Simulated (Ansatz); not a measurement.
Input file:

```yaml
crystal:
  periodic: [false, false, false]
  atoms:
    - {symbol: B, position_ang: [0.000000, 0.000000, 0.000000]}
    - {symbol: C, position_ang: [0.000000, 0.000000, 4.938000]}
basis:
  gaussian: {orbitals: cc-pVDZ}
magnetization: {spin_polarized: false, initial_magnetization: 1}
correlation: {active_space: {ras: {orbitals: [3, 1, 22], electrons: 7, max_holes: 2, max_particles: 2}, fixed_orbitals: true}}
accuracy: high
```

```sh
$ ansatz run in.yaml --threads 1 --pin off --events-out ev --progress --plain --max-ram 2393MiB
```

Problem. Roughly how long does this take on 1 thread of Arm Neoverse V2, shared host, and how much host memory?

Solution. 1.1 s wall and 0.15 GiB.

```
476 factors; integrals over basis functions are off by at most 1.6e-9 eV
mean field evaluation 1: about -1684.3659 eV, gradient 1.4e1 eV
mean field evaluation 2: about -1684.3660 eV, gradient 1.4e1 eV
mean field evaluation 4: about -1689.8684 eV, gradient 9.6e0 eV
mean field evaluation 8: about -1690.4557 eV, gradient 3.9e-1 eV
mean field evaluation 16: about -1690.4557 eV, gradient 1.5e-8 eV
mean field evaluation 32: about -1690.4397 eV, gradient 5.5e-6 eV
mean field evaluation 64: about -1690.4397 eV, gradient 1.9e-8 eV
mean field evaluation 96: about -1690.4361 eV, gradient 1.2e-1 eV
mean field evaluation 128: about -1690.4514 eV, gradient 1.0e0 eV
mean field evaluation 160: about -1690.4490 eV, gradient 9.7e-2 eV
mean field evaluation 192: about -1690.4364 eV, gradient 2.6e-1 eV
mean field evaluation 224: about -1690.4496 eV, gradient 4.6e-1 eV
mean field evaluation 256: about -1684.7522 eV, gradient 1.1e1 eV
mean field -1690.45570225 eV, -62.1231012255 hartree, gradient 1.5e-8 eV, S^2 0.750000; 21 other end points of the search recorded, 0 dependent functions left out
reference -1690.45570225 eV, -62.1231012255 hartree; 6, 5 occupied and 22, 23 virtual orbitals, 476 factors
state -1694.44931144 eV, -62.2698636565 hartree
Total energy: -1694.44931144 eV, -62.2698636565 hartree
```
